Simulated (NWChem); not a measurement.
# SiO cation, doublet; SMILES of the neutral closed-shell parent O=[Si]

Results from NWChem. Spin-unrestricted. All runs use the structure optimised with B3LYP/6-31G* (spherical d), spin-unrestricted. The spin multiplicity was typed, not searched, and may not be the lowest. No stability test was run on the SCF state. Level: PBE/def2-SVP with SMD (1 M gas to 1 M solution), gas-phase geometry. Reactions with the solvent are ignored.

```csv
solvent,dielectric constant,solvation free energy (kcal/mol),cavity-dispersion-structure term (kcal/mol)
water,78.4,-68.6,0.0
acetonitrile,35.7,-68.4,-0.8
2-propanol,19.3,-66.3,-0.4
dimethyl sulfoxide,46.8,-69.1,-1.2
```
